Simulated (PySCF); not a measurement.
# C5H10O (2H-Pyran, tetrahydro-): the cost of one run

The runs use PySCF 2.14.0, with density-fitted response routines of our own; the level of theory stands in each step. All values are computed, except where a source is named. Atoms count from 0, in the outputs and in this text.

### 1 The starting structure

16 atoms, charge 0, multiplicity 1; geometry from: MMFF94s. The atoms were then displaced at random by about 0.03 Å, so the start is not that level's minimum.

Bonds of the start (Å): C0–C1 1.57, C1–C2 1.51, C2–O3 1.56, O3–C4 1.32, C4–C5 1.56, C5–C0 1.46, C0–H6 1.06, C0–H7 1.19, C1–H8 1.12, C1–H9 1.07, C2–H10 1.14, C2–H11 1.01, C4–H12 1.07, C4–H13 1.03, C5–H14 1.09, C5–H15 1.09.

### 2 Geometry optimisation at PBE0-D3(BJ)/def2-SVP

The job: settings as JSON, then the geometry in Å.

```
{"job": {"xc": "PBE0", "basis": "def2-SVP", "d3": "d3bj", "grid": 1, "shake": 0.03, "kind": "geom"}, "charge": 0, "multiplicity": 1}
C     -0.074990     0.904140     0.762160
C     -1.331130     0.380550    -0.027580
C     -1.113490    -1.070490    -0.403660
O      0.268490    -1.188970    -1.114970
C      1.288450    -0.782970    -0.375680
C      1.160930     0.726710     0.007380
H     -0.063870     0.522040     1.748520
H     -0.229680     2.074570     0.874830
H     -2.240780     0.500970     0.621870
H     -1.457190     0.963250    -0.914560
H     -1.039840    -1.701280     0.545900
H     -1.843440    -1.439600    -0.991530
H      1.306700    -1.354250     0.525100
H      2.141660    -0.915620    -0.932530
H      2.011170     0.997410     0.625650
H      1.182640     1.349600    -0.884460
```

Started as:

```console
$ OMP_NUM_THREADS=1 python probes_run.py task.json out
```

This one command runs all jobs of the session in turn.

Q: Estimate the wall time and peak memory of this first job on 1 thread of Arm Neoverse V1, shared host.

About 61 s, with a peak of 0.58 GiB.
